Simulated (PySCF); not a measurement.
# SMILES [C-]#[N+]/C=C/C=C, C₅H₅N

Geometry:
```
atom   x (Å)   y (Å)   z (Å)
  C1   3.705   0.266  -0.216
  N2   2.555   0.371  -0.404
  C3   1.232   0.500  -0.630
  C4   0.305  -0.092   0.136
  C5  -1.109   0.039  -0.098
  C6  -2.030  -0.549   0.661
  H7   0.976   1.120  -1.481
  H8   0.616  -0.702   0.974
  H9  -1.404   0.652  -0.939
 H10  -3.083  -0.438   0.468
 H11  -1.757  -1.164   1.503
```

Method used: PySCF 2.14.0, quadratic response PBE0/def2-SVPD first hyperpolarisability, Taylor convention, gas phase. Geometry: GFN2-xTB.

**Question.** Give the tensor of the second harmonic β(−2ω;ω,ω) at 1907 nm in the axes of these coordinates.

**Answer.** In au, Taylor convention; rows are the first index (the induced dipole):
```
       xx     yy     zz     xy     xz    yz
x  -300.0  +37.8  +33.4   +1.0  -16.7  +6.9
y    -1.1  +19.8   +2.4  +37.3   +7.0  -4.4
z   -13.8   -4.7  -19.2   +7.1  +33.0  +2.2
```
Norm of βᵢ = ⅓ Σⱼ (βᵢⱼⱼ + βⱼᵢⱼ + βⱼⱼᵢ): 233.8 au, hyper-Rayleigh value 116.7 au.
